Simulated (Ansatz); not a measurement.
# C4H7Cl: how energies converge with the basis set

How large a basis does C4H7Cl need? Two functionals are run in growing sets.

Computed with Ansatz 0.2.0, Gaussian basis. Level: one geometry, several basis sets.

The runs, in order: PBE0-D4/def2-SVP; ωB97M-V/def2-SVP; PBE0-D4/def2-QZVPP; ωB97M-V/def2-QZVPP; the functionals' def2-TZVPP values are taken from earlier runs.

### 1 Structure used throughout

An earlier PBE0-D4 in a triple-zeta def2 set relaxation fixed the geometry.

12 atoms, charge 0, spin multiplicity 1.

Atoms are counted from 1 here; the program's logs count them from 0.

Bond lengths: C1–C2 1.525 Å, C1–H6 1.092 Å, C1–H7 1.092 Å, C1–H8 1.093 Å, C2–C3 1.488 Å, C2–H9 1.096 Å, C2–H10 1.092 Å, C3–C4 1.324 Å, C3–H11 1.088 Å, C4–Cl5 1.726 Å, C4–H12 1.082 Å. Angles: C2–C1–H6 110.8°, C2–C1–H7 110.9°, C2–C1–H8 111.3°, H6–C1–H7 108.1°, H6–C1–H8 107.8°, H7–C1–H8 107.8°, C1–C2–C3 112.1°, C1–C2–H9 109.1°, C1–C2–H10 110.2°, C3–C2–H9 108.7°, C3–C2–H10 109.8°, H9–C2–H10 106.8°, C2–C3–C4 127.6°, C2–C3–H11 116.9°, C4–C3–H11 115.4°, C3–C4–Cl5 124.3°, C3–C4–H12 123.1°, Cl5–C4–H12 112.7°.

### 2 PBE0-D4 in def2-SVP

The input, in.yaml:

```yaml
crystal:
  periodic: [false, false, false]
  atoms:
    - {symbol: C, position_ang: [-1.317426, -0.514490, -0.826155]}
    - {symbol: C, position_ang: [-0.404184, -0.495719, 0.395237]}
    - {symbol: C, position_ang: [0.963771, -0.012111, 0.063507]}
    - {symbol: C, position_ang: [1.579385, 1.059851, 0.538278]}
    - {symbol: Cl, position_ang: [0.895282, 2.140240, 1.697653]}
    - {symbol: H, position_ang: [-1.446653, 0.491816, -1.230209]}
    - {symbol: H, position_ang: [-2.303511, -0.906521, -0.568456]}
    - {symbol: H, position_ang: [-0.904710, -1.142083, -1.620319]}
    - {symbol: H, position_ang: [-0.328244, -1.510594, 0.803011]}
    - {symbol: H, position_ang: [-0.836426, 0.128120, 1.179916]}
    - {symbol: H, position_ang: [1.526778, -0.589221, -0.667499]}
    - {symbol: H, position_ang: [2.575958, 1.350719, 0.235026]}
basis:
  gaussian: {orbitals: def2-SVP}
hamiltonian: {xc: pbe0, dispersion: d4}
output: {orbitals: {seedname: orbitals}}
```

On the command line:

```console
> ansatz run in.yaml --threads 4 --pin off --events-out ev --progress --plain --max-ram 10444MiB
```

Further steps of the session: ωB97M-V in def2-SVP; PBE0-D4 in def2-QZVPP; ωB97M-V in def2-QZVPP.

Before running them: what should the planned runs give, taken together? Wanted: PBE0-D4: double and triple zeta above quadruple; ωB97M-V: double and triple zeta above quadruple.

**Answer**, as computed:

| quantity | value |
| --- | --- |
| PBE0-D4: double and triple zeta above quadruple | 9.58, 0.61 eV |
| ωB97M-V: double and triple zeta above quadruple | 9.78, 0.58 eV |

**Reading.** For PBE0-D4 the step from double to triple zeta gains 8.97 eV and the next only 0.61 eV. These are total energies; as a rule much of such shifts cancels in differences, which this series doesn't test. The LUMO of ωB97M-V is positive and keeps falling with the basis (2.48 to 1.77 eV): an unbound level that the basis holds in place.
